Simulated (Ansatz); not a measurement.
# Worked example: correlation energy of GeH$_{4}$, singlet

Geometry: a point of a breathe scan, not a stationary point.

```yaml
atoms:
  - { symbol: Ge, position_ang: [0.0000, 0.0000, 0.0000] }
  - { symbol: H, position_ang: [1.3008, 1.3051, 1.3034] }
  - { symbol: H, position_ang: [-1.3061, -1.3004, 1.3028] }
  - { symbol: H, position_ang: [-1.3001, 1.3011, -1.3080] }
  - { symbol: H, position_ang: [1.3053, -1.3058, -1.2981] }
```

Basis 6-31G (Cartesian d functions); Ansatz 0.2.0. Correlated methods freeze the noble-gas cores and the filled d shells of p-block atoms, which leaves 8 electrons in 23 orbitals. Prefix R: restricted or restricted open-shell reference. No spin–orbit coupling is included, and no scalar relativity.

Full CI is exact within this basis and frozen core; it isn't the basis-set limit.

Runs differ by some tens of microhartree through their thresholds, so steps under 0.03 kcal/mol mean nothing.

| level | total energy (hartree) |
| --- | --- |
| RHF | -2077.024687 |
| RMP2 | -2077.125952 |
| RCCSD* | -2077.182333 |
| RCCSD(T)* | -2077.189228 |
| RCCSDT | -2077.192452 |
| RCCSDT(Q) | -2077.193041 |
| RCCSDTQ | -2077.193285 |
| full CI | -2077.193276 |

Problem. What is the correlation energy at full CI, and what share of it do RMP2 and RCCSDT recover?

Solution. E(corr) = -2077.193276 − (-2077.024687) = -0.168589 hartree = -4.588 eV. RMP2: -0.101265 / -0.168589 = 60.07 %. RCCSDT: -0.167765 / -0.168589 = 99.51 %.

Problem. By how many kcal/mol does RCCSD(T) miss full CI (1 hartree = 627.509 kcal/mol), and which steps make up the rest?

Solution. -2077.189228 − (-2077.193276) = 0.004048 hartree = 2.54 kcal/mol. Steps: RCCSDT − RCCSD(T) = -2.02, RCCSDT(Q) − RCCSDT = -0.37, RCCSDTQ − RCCSDT(Q) = -0.15, full CI − RCCSDTQ = 0.01 kcal/mol. Differences between like states or geometries often cancel part of this.

An asterisk marks runs whose energy the program itself flagged as in doubt.
